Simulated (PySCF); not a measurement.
NMR data simulated for an unnamed compound:

1H NMR (500 MHz, computed): δ 1.86 (t, J = 8.2 Hz, 2H), 1.54 (sext, J = 8.3 Hz, 2H), 0.99 (t, J = 8.3 Hz, 3H).

13C{1H} NMR (computed): δ 124.2 (C), 23.6 (CH2), 20.1 (CH2), 15.8 (CH3).

Non-relativistic Hamiltonian, single conformer, one averaged value for each set of equivalent atoms, gas phase. Couplings computed with B3LYP/pcJ-1 (spin–dipole term only in couplings to heteroatoms); σ from GIAO-PBE0/pcSseg-1; structure optimised with PBE0-D3(BJ)/def2-SVP; PySCF.

References, each an isolated molecule treated in the same way: TMS for 1H (σ = 31.27 ppm), 13C (σ = 184.41 ppm).

Question: Which of these does the molecule contain: an S-methyl group, a benzene ring, a CF3 group, a nitrile, a CH3CH2 unit?

Answer: 
- An S-methyl group: no.
- A benzene ring: no.
- A CF3 group: no.
- A nitrile: yes (δC 124.2).
- A CH3CH2 unit: yes (δC 15.8, 23.6; δH 0.99 (t), 1.54 (sext)).

The data belong to Butanenitrile, C$_{4}$H$_{7}$N; they needn't prove each group on their own.

Carbon signals by region: 1 in the sp2 and nitrile region (100–160 ppm), 3 below 50 ppm.

Splittings below 1 Hz are ignored in the labels, and close J values are merged. Unscaled 3J(H,H) at this level run about 10 % above measured values. Shifts are as computed. Against solution values, carbons near 30 ppm lie about +2 ppm off and those near 130 ppm about +5 ppm. Of 1211 compounds with measured shifts, 218 miss one by over three times the rms of a fit or turn the order of signals round; such compounds aren't used in these exercises. Across freely rotating sp3–sp3 bonds, 3J(H,H) is taken as (2 J gauche + J anti)/3 from the one conformer, which assumes equal rotamer populations.
